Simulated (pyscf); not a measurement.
5 gas-phase steps of one pattern: atom transfer on the doublet surface, C–F broken and F–Si formed. Optimised with ωB97X-D3(BJ)/def2-SVP in PySCF. Electronic energies in kcal/mol, from the separated reactants; ΔE‡ at ωB97M-D3(BJ)/def2-TZVP, beside the barrier at PBE/def2-TZVP on the same structures. Rows were drawn at random from the steps of this pattern with a verified saddle, stable references and no exit in the data more than 5 kcal/mol lower.

```
row                                                                       step  ΔE‡(PBE)   ΔE‡
---  -------------------------------------------------------------------------  --------  ----
1           F–Si•(F)–O–Si(F)(F)–F + F–CH₂–F → F–Si(F)(F)–O–Si(F)(F)–F + •H₂C–F      12.7  20.5
2                                  SiH₃• + F–CH(F)–SiH₃ -> F–SiH₃ + F–CH•–SiH₃      13.0     ?
3    F–Si•(F)–O–Si(F)(F)–F + F–C(F)(F)–F → F–Si(F)(F)–O–Si(F)(F)–F + F–C•(F)–F      20.8  31.3
4                      •H₂Si–O–SiH₃ + F–C(F)(F)–F -> F–SiH₂–O–SiH₃ + F–C•(F)–F      23.0  33.6
5               H₃Si–Si•(SiH₃)–SiH₃ + F–CH₂–F → F–Si(SiH₃)(SiH₃)–SiH₃ + •H₂C–F      19.4  29.4
```

### Question
Fit ΔE‡ = a + b·ΔE‡(PBE) to the other rows and predict row 2.

### Answer
Over the 4 complete rows the means are +19.0 (ΔE‡(PBE)) and 28.7 (ΔE‡); least squares gives b = 1.29 and a = 4.2 kcal/mol, with residuals of 0.2 kcal/mol (root mean square; largest 0.3, row 4). For row 2: 4.2 + 1.29 × (+13.0) = 21.0 kcal/mol. The computed barrier is 22.2 kcal/mol, 1.2 over the line. The line follows the complete rows closely but misses this one by more than their scatter. Each barrier is that of the saddle found.
